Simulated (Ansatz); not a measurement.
**Ansatz input wanted**

BPH4: 6 atoms, total charge 0, spin state singlet. SMILES of the parent species: `[BH2-]P`. The coordinates come from a GFN2-xTB relaxation. That shape belongs to the parent species and isn't relaxed for this state.

```xyz
6

B     0.0583   -0.9045   -0.0634
P     0.5945    0.8594   -0.0697
H    -1.0748   -1.2266    0.1373
H     0.8875   -1.7334   -0.2663
H    -0.4220    1.5536   -0.8165
H    -0.0435    1.4515    1.0785
```

Settings wanted:

```json
{
  "basis set": "STO-3G",
  "integral approximation": "none",
  "task": "energy",
  "method": "FCI",
  "dispersion": "none",
  "reference": "RHF",
  "accuracy": "high",
  "frozen core orbitals": "6"
}
```

Q: Write the Ansatz 0.2.0 input and the command.

A: This one ran through:

run.yaml:
```yaml
crystal:
  periodic: [false, false, false]
  atoms:
    - {symbol: B, position_ang: [0.058330, -0.904490, -0.063420]}
    - {symbol: P, position_ang: [0.594500, 0.859390, -0.069700]}
    - {symbol: H, position_ang: [-1.074820, -1.226640, 0.137320]}
    - {symbol: H, position_ang: [0.887520, -1.733390, -0.266300]}
    - {symbol: H, position_ang: [-0.421990, 1.553630, -0.816460]}
    - {symbol: H, position_ang: [-0.043540, 1.451500, 1.078550]}
basis:
  gaussian: {orbitals: STO-3G}
correlation: {method: fci, frozen_orbitals: {B: 1, H: 0, P: 5}}
accuracy: high
```

```bash
$ ansatz run run.yaml --threads 1 --pin off --max-ram 2610MiB --events-out events.jsonl --progress --plain --runs-dir runs
```

Calculated total energy: -363.65880 Eh.
